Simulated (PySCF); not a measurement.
Compound: C5H4S (charge -1 and doublet state).
Cartesian coordinates in Å at the GFN2-xTB level; atoms count from 1:
```
atom  x, y, z in Å
C1     1.695    0.424    0.252
C2     0.403    0.169    0.090
C3    -0.865    0.818    0.359
C4    -1.567   -0.281   -0.185
C5    -0.395   -0.989   -0.485
S6     0.005   -2.460   -1.171
H7     2.049    1.344    0.701
H8     2.448   -0.282   -0.060
H9    -1.146    1.759    0.796
H10   -2.617   -0.498   -0.321
```

Identity: `C1=C[C]([S-])C1=C` [radical] (charge -1).

Method used: UKS B3LYP, pcH-1 on C H S, non-relativistic, mean-field spin-orbit, GIAO in PySCF. Whether the extra electron is bound in the gas phase wasn't checked; a finite basis holds it in any case. The geometry wasn't refined by DFT: couplings that depend on bond lengths, twists or pyramidal angles can differ widely from those at the functional's own minimum, by a factor of two or more for some ions and for spin on atoms past the first row. No stability test was run, so a lower SCF solution isn't excluded.

Mulliken spin populations: C1 +0.043, C2 -0.077, C3 +0.591, C4 -0.051, C5 +0.279, S6 +0.251, H7 -0.003, H8 -0.003, H9 -0.028, H10 -0.002.

(1) What dipolar couplings does the calculation give for H7, H8, H10?

(2) Estimate them with point dipoles: put each population ρk at its nucleus, leave out the nucleus itself and the atom bound to it, and sum T = Σ [ρk/(2S)]·C·(3 n nᵀ − 1)/r³ with C = μ0 gₑ μB g_N μN/(4π h) = 79.06 MHz Å³.

Results:

(1) 
| atom | position | distance from C3 (Å) | T1 (MHz) | T2 | T3 |
| --- | --- | --- | --- | --- | --- |
| H7 | 3 bonds from C3 | 2.98 | -1.66 | -1.25 | 2.91 |
| H8 | 3 bonds from C3 | 3.52 | -1.50 | -1.10 | 2.59 |
| H10 | 2 bonds from C3 | 2.29 | -2.91 | -1.91 | 4.82 |

(2) 
| atom | T1 (MHz) | T2 | T3 | T3, computed | difference in T3 (%) |
| --- | --- | --- | --- | --- | --- |
| H7 | -1.62 | -1.36 | 2.98 | 2.91 | +2 |
| H8 | -1.62 | -0.82 | 2.45 | 2.59 | -6 |
| H10 | -5.99 | -1.95 | 7.94 | 4.82 | +65 |

In T3 the estimate is closest for H7 (+2 %, 2.98 Å from C3) and worst for H10 (+65 %, 2.29 Å).

On one thread, Arm Neoverse V1 (aarch64), on a shared host, this took 36 s of wall time (with the writing of density and orbital grids) and 0.69 GiB of memory at its peak.

The SMILES draws the unpaired electron on C5; the largest computed Mulliken spin population is on C3 (0.59 against 0.28).
